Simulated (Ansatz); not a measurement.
Relaxed structures of Al$_{2}$H$_{4}$O, closed shell (PBE0-D4/def2-TZVP; forces vanish, vibrations not checked; lower isomers may exist, and structures with a doubtful reference or unclear bonds are left out; Å). Computed with Ansatz 0.2.0 (basis: def2-TZVPP); correlated methods freeze the cores.

Q: Rank them by CCSD(T) energy, lowest first, and give each one's height above the lowest. Links in brackets join atoms within 1.22 times the sum of their covalent radii (1.1 for two metals). (To be estimated.)
A.
Al₂H₄O ([AlH2][O][AlH2])
```
7
angstrom
Al -1.4554 0.3036 -0.7874
O -0.0001 -0.0006 -0.0001
Al 1.4554 -0.3037 0.7874
H -1.5687 -0.0320 -2.3297
H -2.6554 0.9136 0.0446
H 1.5680 0.0313 2.3299
H 2.6561 -0.9122 -0.0447
```
B.
Al₂H₄O ([OH]1[AlH][AlH2]1)
```
7
angstrom
Al -0.7225 0.8673 -0.2591
O -0.1883 -0.7714 0.3849
Al 1.4782 0.1239 0.6571
H -0.5242 -1.6594 0.5346
H -2.2524 0.8158 -0.7316
H 1.7842 0.3190 2.2039
H 2.5938 -0.4157 -0.3371
```
C.
Al₂H₄O ([AlH][OH][AlH2])
```
7
angstrom
Al -1.4838 0.2991 -0.7262
O -0.2272 0.1268 0.4595
Al 1.7617 -0.5639 0.2826
H -1.1186 -0.1151 -2.1917
H -2.8473 0.8575 -0.1674
H 1.7847 -0.2383 1.9332
H -0.3427 0.3516 1.3871
```

A: By the calculation: A (0.0 kJ/mol), B (155.0 kJ/mol), C (215.6 kJ/mol). Heights count from the lowest.

The T1 diagnostic stays at or below 0.014. The restricted Hartree–Fock reference is unstable towards an unrestricted one at one or more of these structures.

For scale, one of the runs: CCSD(T)/def2-TZVPP, 171 basis functions, launched by `ansatz run in.yaml --threads 2 --pin off --events-out ev --progress --plain --max-ram 4352MiB`. Time: 18 s of wall clock on 2 CPU threads of an Arm Neoverse V1; the host was shared. Peak host memory: 1.3 GiB.
